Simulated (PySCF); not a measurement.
Gas-phase reaction: 2 HPO₃ + 4 OH ⇌ 2 PH₃ + 5 O₂

Computed with PySCF and rigid-rotor harmonic-oscillator thermochemistry at 1 bar. † marks an energy on the PBE0/def2-TZVP geometry and frequencies; other levels use their own. MP2 freezes the core. 6-31G* has spherical d functions here. Open shells (unrestricted): OH (multiplicity 2, electronic degeneracy 4), O₂ (multiplicity 3); the rest are closed-shell singlets. Spin-orbit splitting is ignored; it lowers the true energy and changes the entropy of OH. B3LYP is the form with VWN-RPA correlation. HPO₃: computed as isolated molecules; such fragments, hydroxides, amides, oligomers or adducts are transient or little studied in the gas. MP2 isn't extrapolated to the basis-set limit; its ΔH°(298 K) is 910.8 kJ in def2-SVP and 1287.3 kJ in def2-TZVPP. The harmonic model lacks anharmonicity and excited electronic states, which grow with temperature; levels with a mode under 35 cm⁻¹ are left out. Internal rotation in HPO₃ is treated as a harmonic vibration of one conformer, which makes the entropy rough.

```tsv
level	ΔE electronic, kJ	ΔH°(298 K), kJ	ΔS°(298 K), J/K	ΔG°(600 K), kJ
B3LYP/def2-TZVP†	1116	1083	150	996
HF/6-31G*	1029	1001	153	912
HF/def2-TZVP†	1267	1234	150	1146
MP2/def2-TZVPP†	1320	1287	150	1200
PBE/def2-TZVP†	1003	970	150	882
PBE0/def2-SVP†	820	787	150	700
r2SCAN/def2-TZVP†	1122	1089	150	1002
```
ΔH° is lowest at PBE0/def2-SVP† and highest at MP2/def2-TZVPP†. No reference value is set beside these.
